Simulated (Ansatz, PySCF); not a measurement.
Barrier height from H2 + HS to the transition structure H3S, without zero-point energy, on the benchmark's geometries as Psi4's copy of the set gives them.
Transition structure (charge 0, multiplicity 2):
```xyz
4

H      1.262    -0.220     0.000
S      0.000     0.223     0.000
H     -0.501    -1.115     0.000
H     -0.762    -2.235     0.000
```

Open shells are unrestricted; no spin–orbit coupling.

Cores are frozen in the correlated methods. CBS(a, b) extrapolates the correlation energy as X⁻³ and adds the Hartree–Fock energy of set b.

The values were computed with Ansatz (Gaussian orbitals); PySCF for the dispersion terms. Values without a source in brackets are computed.

The comparison value is 0.755 eV (CCSD(T)/CBS(aug-cc-pV(D+d)Z, aug-cc-pV(T+d)Z)). It is a level with limits of its own, not the exact answer.

Question: Order these levels by how close they come to the comparison value for the barrier height, closest first: r2SCAN/def2-TZVPPD, CAM-B3LYP-D4/def2-TZVPPD, B3LYP/def2-TZVPPD, PBE-D3(BJ)/def2-TZVPPD, BHLYP/def2-TZVPPD. Give each level's value less the comparison value.

Answer: BHLYP/def2-TZVPPD (0.057 eV), B3LYP/def2-TZVPPD (-0.074 eV), CAM-B3LYP-D4/def2-TZVPPD (-0.094 eV), r2SCAN/def2-TZVPPD (-0.264 eV), PBE-D3(BJ)/def2-TZVPPD (-0.383 eV)

Ansatz is an electronic-structure program.
